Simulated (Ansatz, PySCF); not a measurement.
This PySCF input computes a SVWN5/def2-TZVPD energy:

```python
from pyscf import gto, scf, dft

mol = gto.M(
    atom='''
    O     0.08242012   -0.65307308   -0.27251841
    C     0.05944358    0.81611492    0.02420122
    C     1.27962424   -1.22791635    0.11217570
    C    -1.41575988    1.14327758    0.16617260
    H     0.38802558    1.28228298   -0.93384472
    H     1.20119300   -2.32198246   -0.00706601
    H     2.13924714   -0.88864672   -0.50001802
    H     1.53362274   -0.98388112    1.15823764
    H    -2.08405563    0.76161145   -0.64762280
    H    -1.83735447    0.75179719    1.10337251
    H    -1.53988680    2.23454646    0.19179143
    ''',
    basis='def2-tzvpd',
    charge=-1,
    spin=0,
    verbose=4,
)

mf = dft.RKS(mol, xc='svwn').density_fit(auxbasis='def2-universal-jkfit')
mf.grids.level = 3
mf.conv_tol = 1e-9
mf.max_cycle = 100
mf.max_memory = 1500
mf.kernel()
if not mf.converged:
    mf = mf.newton()
    mf.kernel(mf.make_rdm1())
mf.analyze()
```

### Question
Write an input for the same energy in Ansatz (a quantum-chemistry and plane-wave program) and say what it gives.

### Answer

Ansatz 0.2 input:
```yaml
crystal:
  periodic: [false, false, false]
  atoms:
    - {symbol: O, position_ang: [0.08242012, -0.65307308, -0.27251841]}
    - {symbol: C, position_ang: [0.05944358, 0.81611492, 0.02420122]}
    - {symbol: C, position_ang: [1.27962424, -1.22791635, 0.11217570]}
    - {symbol: C, position_ang: [-1.41575988, 1.14327758, 0.16617260]}
    - {symbol: H, position_ang: [0.38802558, 1.28228298, -0.93384472]}
    - {symbol: H, position_ang: [1.20119300, -2.32198246, -0.00706601]}
    - {symbol: H, position_ang: [2.13924714, -0.88864672, -0.50001802]}
    - {symbol: H, position_ang: [1.53362274, -0.98388112, 1.15823764]}
    - {symbol: H, position_ang: [-2.08405563, 0.76161145, -0.64762280]}
    - {symbol: H, position_ang: [-1.83735447, 0.75179719, 1.10337251]}
    - {symbol: H, position_ang: [-1.53988680, 2.23454646, 0.19179143]}
basis:
  gaussian:
    orbitals: def2-TZVPD
hamiltonian:
  xc: {name: SVWN5}
total_charge: -1
output: {forces: true}
```
It gives -192.08976 Eh, and PySCF -192.08986 Eh, a difference of 0.10 mEh, from the treatment of integrals and grids.

It need not be the lowest isomer of its formula. Whether it binds its extra electron was not tested at this geometry.
